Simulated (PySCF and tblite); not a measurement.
Results of a calculation; reference values are marked as such.
**Conformer ensemble of C₃H₈O, numbered as in [CH3:1][CH2:2][CH2:3][OH:4]**

Conformers came from 90 starts (ETKDG and KDG, MMFF94s, GFN2-xTB); geometries are PBE0-D3(BJ)/def2-SVP. Free energies are PBE0-D3(BJ)/def2-TZVP single points with GFN2-xTB rigid-rotor and vibrational terms (modes under about 100 cm⁻¹ blended into free rotors). Symmetry numbers and mirror images are counted. Conformers within 4 kcal/mol (GFN2-xTB free energy) were kept, 5 at most. GIAO shieldings: PBE0/pcSseg-1. Shifts are against TMS (¹H), TMS (¹³C) at the same level. Programs: PySCF with density fitting and tblite.

Torsions listed: C1–C2–C3–O4, C2–C3–O4–H4. Of a mirror pair one member is shown.

| conformer | shape | symmetry | E(GFN2) kcal/mol | E(DFT) kcal/mol | G(298.15 K) kcal/mol | weight % | dipole D |
| --- | --- | --- | --- | --- | --- | --- | --- |
| 1 | -61°, 175° | C1 (pair) | 1.74 | 0.10 | 0.00 | 24.7 | 1.48 |
| 2 | -62°, 67° | C1 (pair) | 0.35 | 0.01 | 0.09 | 21.3 | 1.66 |
| 3 | -177°, -60° | C1 (pair) | 0.00 | 0.04 | 0.09 | 21.2 | 1.67 |
| 4 | 58°, 62° | C1 (pair) | 0.15 | 0.00 | 0.09 | 21.1 | 1.62 |
| 5 | 180°, -179° | Cs | 1.36 | 0.18 | 0.44 | 11.7 | 1.44 |

Weights (%) against temperature:

```csv
T (K),1,2,3,4,5,S(mix) cal/mol/K
200,24.9,21.8,20.9,21.1,11.2,4.36
250,24.7,21.6,21.1,21.1,11.5,4.36
298.15,24.7,21.3,21.2,21.1,11.7,4.36
350,24.6,21.1,21.3,21.1,11.8,4.36
400,24.6,20.9,21.3,21.2,11.9,4.36
```

Averaged shifts at 298.15 K. ¹H: 3.56 (H3, 2H), 1.36 (H2, 2H), 0.97 (H1, 3H) ppm. ¹³C: 66.6 (C3), 29.1 (C2), 11.6 (C1) ppm.

Coordinates of conformer 1 (Å):

```xyz
12

C     1.319   -0.325    0.445
C     0.422    0.457   -0.500
C    -1.052    0.328   -0.172
O    -1.422   -1.023   -0.283
H     1.222    0.039    1.481
H     2.378   -0.240    0.159
H     1.045   -1.390    0.439
H     0.573    0.109   -1.536
H     0.686    1.528   -0.489
H    -1.230    0.713    0.855
H    -1.638    0.968   -0.862
H    -2.336   -1.113    0.002
```

H on N, O and S are left out: they exchange, and hydrogen bonds move them by several ppm. Shifts are unscaled: against experiment ¹³C can be off by 15 ppm or more and ¹H by 0.8 ppm.

Search and properties took 56 s on 1 thread of Arm Neoverse V2, shared host (rough), launched as `OMP_NUM_THREADS=1 python ens_run.py task.json out`.
